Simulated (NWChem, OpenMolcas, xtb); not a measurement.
BPH6 (SMILES [BH3-][PH3+]): the dipole moment, rung by rung

The species is BPH6 (8 atoms), meant as a singlet with charge 0. SMILES: `[BH3-][PH3+]`. Geometry: relaxed at PBE0-D4/def2-TZVP.

Each level gives the dipole moment (D). The values are calculated.

| level | kind | program | value (D) | CPU time |
| --- | --- | --- | --- | --- |
| GFN0-xTB | semi-empirical | xtb | 5.12 | under 2 s |
| HF/def2-SVPD | Hartree–Fock | NWChem | 4.40 | 11 s |
| SVWN5/def2-SVPD | LDA | OpenMolcas | 3.93 | 21 s |
| revPBE/def2-SVPD | GGA | NWChem | 3.90 | 22 s |
| TPSS/def2-SVPD | meta-GGA | NWChem | 3.95 | 29 s |
| B3LYP/def2-SVPD | global hybrid | OpenMolcas | 4.04 | 31 s |
| wB97X/def2-SVPD | range-separated hybrid | NWChem | 4.22 | 57 s |

The values span 3.90 to 5.12 D. Times are those of the runs behind each value, whatever else they computed, on shared processors of several kinds: orders of magnitude only.
